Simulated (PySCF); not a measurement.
**CO: from constants to spectrum**

RHF-CCSD(T) constants of CO, ¹Σ⁺ (singlet), closed shell (PySCF, no relativity, basis sets C def2-TZVPP, O def2-TZVPP; masses 12.0000 and 15.9949 u):

* ωe: 2155.3 cm⁻¹
* ωexe: 13.1 cm⁻¹
* Be: 1.911 cm⁻¹
* αe: 0.0173 cm⁻¹
* D (centrifugal): 6.01e-06 cm⁻¹
* De to C + O: 10.92 eV

(1) Estimate the standard entropy (1 bar) and heat capacity of the ideal gas at 298.15 K, rigid rotor with B0 and harmonic oscillator at the fundamental.

Correlated steps freeze 2 core orbitals. Where the molecule has an RHF reference, its open-shell atoms are computed with UHF.

## Answers

(1) Translation (Sackur–Tetrode, M = 27.99 u): 150.4 J/(mol K). Rotation: q = kT/(σB0) = 109 with σ = 1, 47.3. Vibration: x = hcν0/kT = 10.3, 0.00. S° = 197.7 J/(mol K); Cp = 7R/2 + 0.03 = 29.1 J/(mol K).
